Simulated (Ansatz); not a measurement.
Input file:

```yaml
crystal:
  periodic: [false, false, false]
  atoms:
    - {symbol: Br, position_ang: [0.000000, 0.000000, -1.590000]}
    - {symbol: H, position_ang: [0.000000, 0.000000, 0.377000]}
    - {symbol: H, position_ang: [0.000000, 0.000000, 1.213000]}
basis:
  gaussian: {orbitals: 6-31G}
magnetization: {spin_polarized: false, initial_magnetization: 1}
correlation: {method: ccsdt_q_b, electrons: outside_noble_gas}
scf: {omitted_lower_state_checks: [cluster_reference]}
```

```sh
$ ansatz run in.yaml --threads 1 --pin off --events-out ev --progress --plain --max-ram 2393MiB
```

The program prints:

```
these checks for a lower state are left out or cut short: cluster_reference
492 factors; integrals over basis functions are off by at most 1.3e-7 eV
mean field evaluation 1: about -70018.0182 eV, gradient 7.3e0 eV
mean field evaluation 2: about -70018.0188 eV, gradient 7.3e0 eV
mean field evaluation 4: about -70018.7297 eV, gradient 1.4e0 eV
mean field evaluation 8: about -70018.7660 eV, gradient 1.8e-2 eV
mean field evaluation 16: about -70018.3597 eV, gradient 4.3e-2 eV
mean field evaluation 32: about -70018.7314 eV, gradient 8.1e-1 eV
mean field -70018.76601752 eV, -2573.1421907195 hartree, gradient 3.0e-6 eV, S^2 0.750000; 7 other end points of the search recorded, 0 dependent functions left out
14 core orbitals not correlated: weight in the atoms' cores, before any rotation towards them, 1.000 or more for the frozen orbitals, at most 0.000 for the correlated occupied ones
reference -70018.76601752 eV, -2573.1421907195 hartree; 5, 4 occupied and 14, 15 virtual orbitals, 492 factors
second order -1.26977618 eV of doubles, -0.03472340 eV of singles
cycle   1  -1.56622893 eV  change   -2.6e-1 eV  update   4.2e-2
cycle   2  -1.70577838 eV  change   -1.4e-1 eV  update   1.9e-2
cycle   3  -1.71124009 eV  change   -5.5e-3 eV  update   6.6e-3
cycle   4  -1.71310879 eV  change   -1.9e-3 eV  update   3.1e-3
cycle   5  -1.71354366 eV  change   -4.3e-4 eV  update   1.0e-3
cycle   6  -1.71355404 eV  change   -1.0e-5 eV  update   2.7e-4
cycle   7  -1.71362527 eV  change   -7.1e-5 eV  update   1.0e-4
cycle   8  -1.71364581 eV  change   -2.1e-5 eV  update   3.3e-5
cycle   9  -1.71363728 eV  change    8.5e-6 eV  update   7.1e-6
cycle  10  -1.71363686 eV  change    4.3e-7 eV  update   2.2e-6
cycle  11  -1.71363675 eV  change    1.1e-7 eV  update   7.8e-7
perturbative correction 0.00023287 eV, 0.0000085579 hartree
Total energy: -70020.47942139 eV, -2573.2051571505 hartree
Checks for a lower state left out: cluster_reference
```

Ran on 1 thread of Arm Neoverse N1, shared host: 6 s wall, 0.17 GiB peak host memory.
